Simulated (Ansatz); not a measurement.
Si3⁺. Total charge 1; doublet. Geometry B3LYP-D4/def2-TZVP.

```xyz
3

Si    1.3562    0.1152    0.3223
Si   -0.3346    0.4242   -1.1103
Si   -1.0217   -0.5394    0.7879
```

B3LYP takes the VWN-RPA correlation. At HF/6-31G, PBE-D4/def2-SVP, B97M-V/def2-TZVP, B3LYP-D4/6-31G and others the charge 1 doublet is spin-contaminated (final ⟨S²⟩ up to 1.85, 0.75 for a pure state). The geometry of the doublet was relaxed on an unsound state (⟨S²⟩ 1.10, where a pure state has 0.75). The structure comes from a short search, and lower isomers may exist.

Q: Estimate the α-spin orbital energies around the gap (eV) in Ansatz with HF/6-31G, PBE-D4/def2-SVP, B97M-V/def2-TZVP, B3LYP-D4/6-31G, PBE0-D4/def2-SVP.

A: 
```json
{"orbital": "HOMO−9", "HF/6-31G": "-122.44", "PBE-D4/def2-SVP": "-101.46", "B97M-V/def2-TZVP": "-104.32", "B3LYP-D4/6-31G": "-106.28", "PBE0-D4/def2-SVP": "-106.94"}
{"orbital": "HOMO−8", "HF/6-31G": "-122.26", "PBE-D4/def2-SVP": "-101.33", "B97M-V/def2-TZVP": "-104.16", "B3LYP-D4/6-31G": "-106.14", "PBE0-D4/def2-SVP": "-106.80"}
{"orbital": "HOMO−7", "HF/6-31G": "-122.20", "PBE-D4/def2-SVP": "-101.33", "B97M-V/def2-TZVP": "-104.15", "B3LYP-D4/6-31G": "-106.12", "PBE0-D4/def2-SVP": "-106.80"}
{"orbital": "HOMO−6", "HF/6-31G": "-122.06", "PBE-D4/def2-SVP": "-101.29", "B97M-V/def2-TZVP": "-104.13", "B3LYP-D4/6-31G": "-106.01", "PBE0-D4/def2-SVP": "-106.72"}
{"orbital": "HOMO−5", "HF/6-31G": "-28.37", "PBE-D4/def2-SVP": "-20.82", "B97M-V/def2-TZVP": "-21.20", "B3LYP-D4/6-31G": "-23.17", "PBE0-D4/def2-SVP": "-22.79"}
{"orbital": "HOMO−4", "HF/6-31G": "-20.64", "PBE-D4/def2-SVP": "-16.21", "B97M-V/def2-TZVP": "-16.32", "B3LYP-D4/6-31G": "-17.51", "PBE0-D4/def2-SVP": "-17.50"}
{"orbital": "HOMO−3", "HF/6-31G": "-20.49", "PBE-D4/def2-SVP": "-15.61", "B97M-V/def2-TZVP": "-15.78", "B3LYP-D4/6-31G": "-16.85", "PBE0-D4/def2-SVP": "-16.94"}
{"orbital": "HOMO−2", "HF/6-31G": "-15.46", "PBE-D4/def2-SVP": "-11.97", "B97M-V/def2-TZVP": "-11.95", "B3LYP-D4/6-31G": "-12.67", "PBE0-D4/def2-SVP": "-12.95"}
{"orbital": "HOMO−1", "HF/6-31G": "-14.98", "PBE-D4/def2-SVP": "-11.93", "B97M-V/def2-TZVP": "-11.90", "B3LYP-D4/6-31G": "-12.66", "PBE0-D4/def2-SVP": "-12.78"}
{"orbital": "HOMO", "HF/6-31G": "-14.47", "PBE-D4/def2-SVP": "-11.59", "B97M-V/def2-TZVP": "-11.59", "B3LYP-D4/6-31G": "-12.43", "PBE0-D4/def2-SVP": "-12.63"}
{"orbital": "LUMO", "HF/6-31G": "-6.30", "PBE-D4/def2-SVP": "-10.72", "B97M-V/def2-TZVP": "-10.41", "B3LYP-D4/6-31G": "-10.10", "PBE0-D4/def2-SVP": "-9.90"}
{"orbital": "LUMO+1", "HF/6-31G": "-4.82", "PBE-D4/def2-SVP": "-8.71", "B97M-V/def2-TZVP": "-8.40", "B3LYP-D4/6-31G": "-8.19", "PBE0-D4/def2-SVP": "-7.92"}
{"orbital": "LUMO+2", "HF/6-31G": "-4.62", "PBE-D4/def2-SVP": "-8.26", "B97M-V/def2-TZVP": "-7.95", "B3LYP-D4/6-31G": "-7.69", "PBE0-D4/def2-SVP": "-7.49"}
{"orbital": "LUMO+3", "HF/6-31G": "-2.05", "PBE-D4/def2-SVP": "-6.37", "B97M-V/def2-TZVP": "-5.94", "B3LYP-D4/6-31G": "-5.57", "PBE0-D4/def2-SVP": "-5.32"}
{"orbital": "LUMO+4", "HF/6-31G": "-1.63", "PBE-D4/def2-SVP": "-5.60", "B97M-V/def2-TZVP": "-5.35", "B3LYP-D4/6-31G": "-4.94", "PBE0-D4/def2-SVP": "-4.79"}
{"orbital": "LUMO+5", "HF/6-31G": "-1.29", "PBE-D4/def2-SVP": "-4.76", "B97M-V/def2-TZVP": "-4.58", "B3LYP-D4/6-31G": "-4.23", "PBE0-D4/def2-SVP": "-3.88"}
{"orbital": "β HOMO", "HF/6-31G": "-13.88", "PBE-D4/def2-SVP": "-11.69", "B97M-V/def2-TZVP": "-11.70", "B3LYP-D4/6-31G": "-12.37", "PBE0-D4/def2-SVP": "-12.65"}
{"orbital": "β LUMO", "HF/6-31G": "-6.46", "PBE-D4/def2-SVP": "-10.65", "B97M-V/def2-TZVP": "-10.44", "B3LYP-D4/6-31G": "-10.15", "PBE0-D4/def2-SVP": "-9.86"}
```
